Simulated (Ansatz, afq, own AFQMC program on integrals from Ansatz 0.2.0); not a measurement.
## Where AFQMC and coupled cluster stand for Sb, sextet

A free Sb atom.

Basis def2-TZVP with its core potentials. Noble-gas cores (and the filled d shells of Ga–Kr and In–Xe) are frozen. Ansatz 0.2.0 and our own AFQMC program on the same integrals; the CISD trial comes from CCSD amplitudes, and released means the phaseless constraint is let go. ± is one standard error of the sampling. No spin–orbit coupling.

Determinant: UHF, the one that the program's search chose, which needn't be the lowest solution.

Full CI on the same integrals is exact in this basis and with this determinant's frozen core.

Cautions: no spin-orbit coupling; inner d shell frozen; another spin lies lower (by 13.96 eV).

- T1 diagnostic: 0.0032
- weight of the determinant in the CISD state: 0.981
- ⟨S²⟩ of the determinant: 8.754
- size of the correlated space: 5 electrons in 41 orbitals

```json
{"level": "MP2", "correlation energy (eV)": "-0.5116"}
{"level": "CCSD", "correlation energy (eV)": "-0.6686"}
{"level": "CCSD(T)", "correlation energy (eV)": "-0.6781"}
```

Q: Estimate where AFQMC with the constraint released lies against CCSD(T) on the same integrals.

A: 0.3 ± 0.01 kJ/mol below CCSD(T).

Reference: full CI, correlation energy -0.681 eV. The released energy is read at 2.40 1/Eh (meV from the phaseless value at times in 1/Eh: -0.29 ± 0.19 at 0.24, -0.30 ± 0.18 at 0.51, -0.51 ± 0.17 at 0.99, -0.3 ± 0.3 at 1.62, -0.67 ± 0.15 at 2.40).

```tsv
level	E − E(reference) (kJ/mol)	share of correlation (%)
CCSD(T)	0.3	99.58
CCSDT	0.0	99.99
CCSDT(Q)	0.0	100.00
CCSDTQ	0.0	100.00
ph-AFQMC/CISD	0.1 ± 0.02	99.89
released AFQMC	0.0 ± 0.01	99.98
```

CCSDT and higher add their correlation energy to the determinant of the CCSD(T) run, since their own runs factorise the integrals more tightly (a shift of under 2 meV). A walk keeps the symmetry of its determinant, which the program's search chose and which needn't be the lowest solution, so a lower state of the same spin and another symmetry isn't excluded. Released energies are given only where the last usable release times agree within the noise; a slower fall can still hide under it.
